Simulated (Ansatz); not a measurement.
Two structures of CH9NSi, singlet, reached by relaxing down either side of one saddle point (PBE0-D4/def2-TZVP). Energies are electronic, without zero-point energy. Computed with Ansatz 0.2.0 (basis: def2-TZVPP and def2-QZVPP); correlated methods freeze the cores. Extrapolation: Hartree–Fock as exp(−7.88 √X), correlation as X^−2.97. First:

```xyz
12
angstrom
Si 0.6773 0.2366 -0.9785
H 1.0171 -1.1281 -0.4738
H -0.7639 0.2283 -1.3385
H 0.9348 1.1940 0.1277
N 1.5619 0.7688 -2.3541
H -0.7392 -1.1751 1.6135
C -1.4691 -0.5327 2.1063
H 1.3835 0.3543 -3.2546
H 2.5352 1.0104 -2.2601
H -1.1014 -0.2591 3.0949
H -2.4140 -1.0667 2.2031
H -1.6221 0.3693 1.5142
```

Second:

Si1  (0.400, 0.115, -0.427)
H2  (0.459, -2.866, 1.186)
H3  (0.130, -1.233, -1.001)
H4  (1.693, 0.097, 0.310)
N5  (0.595, 1.192, -1.755)
H6  (0.509, -2.951, 1.926)
C7  (-0.967, 0.524, 0.783)
H8  (-0.070, 1.201, -2.511)
H9  (1.006, 2.101, -1.622)
H10  (-1.007, -0.221, 1.583)
H11  (-1.941, 0.539, 0.287)
H12  (-0.807, 1.503, 1.241)
(Å)

(1) Which bonds change from the first to the second?

(2) Give the saddle point's structure and its height above each. (An estimate is asked for; the value comes from the calculation.)

The T1 diagnostic stays at or below 0.012.

Results:

(1) SiNH₅ ([NH2][SiH3]) + CH₄ → CH₇NSi ([CH3][SiH2][NH2]) + H₂; bonds formed: Si1–C7, H2–H6; bonds broken: Si1–H2, H6–C7.

(2) Computed: 72.86 kcal/mol above the first and 67.04 kcal/mol above the second (CCSD(T) at an estimated basis limit (MP2 extrapolated from triple and quadruple zeta, plus CCSD(T) − MP2 in triple zeta)).
Si1  (0.448, -0.219, -0.386)
H2  (0.662, -1.702, 0.370)
H3  (-0.580, -0.939, -1.191)
H4  (1.504, 0.252, 0.557)
N5  (0.831, 0.916, -1.615)
H6  (-0.107, -1.131, 0.898)
C7  (-0.965, -0.067, 1.196)
H8  (0.371, 0.940, -2.511)
H9  (1.552, 1.613, -1.520)
H10  (-0.611, 0.073, 2.219)
H11  (-1.880, -0.662, 1.166)
H12  (-1.226, 0.927, 0.816)
(Å)

Labels in which every atom is bracketed show which atoms are joined, not bond orders.

For scale, one of the runs: CCSD(T)/def2-TZVPP, 230 basis functions, launched by `ansatz run in.yaml --threads 4 --pin off --events-out ev --progress --plain --max-ram 9574MiB`. Time: 44 s of wall clock on 4 CPU threads of an Arm Neoverse V2; the host was shared. Peak host memory: 3.9 GiB.
